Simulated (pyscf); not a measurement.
Structures and frequencies: ωB97X-D3(BJ)/def2-SVP in PySCF.

### Question
For `[O]=[Ta]([OH])([OH])[OH]` + `[FH]` -> `[OH][Ta]([OH])([OH])([OH])[F]`, an addition across a multiple bond or ene-type step (singlet surface; F–H broken, H–O, F–Ta formed), PBE/def2-TZVP gives ΔE‡ = -6.6 kcal/mol and ΔE = -28.8 kcal/mol (zero: the separated reactants). In which direction and how far do B3LYP-D3(BJ)/def2-TZVP, PBE0-D3(BJ)/def2-TZVP, ωB97M-D3(BJ)/def2-TZVP move these?

### Answer
B3LYP-D3(BJ): ΔE‡ = -5.1 kcal/mol, ΔE = -31.7 kcal/mol; PBE0-D3(BJ): ΔE‡ = -6.3 kcal/mol, ΔE = -31.8 kcal/mol; ωB97M-D3(BJ): ΔE‡ = -4.9 kcal/mol, ΔE = -32.3 kcal/mol. PBE's barrier lies under all of them, by 0.3 to 1.7 kcal/mol. Its reaction energy lies over all of them, by 2.9 to 3.4 kcal/mol. On the reactant side the descent ends in a bound adduct, 10.2 kcal/mol under the separated species and 4.2 kcal/mol under the saddle at ωB97X-D3(BJ)/def2-TZVP. At PBE, B3LYP-D3(BJ), PBE0-D3(BJ), ωB97M-D3(BJ) the saddle lies under the separated reactants, which points to a path from their complex (located at ωB97X-D3(BJ) alone). One saddle was located; it need not be the lowest between these sides. Elements past Kr carry the def2 core potentials, without spin-orbit coupling.
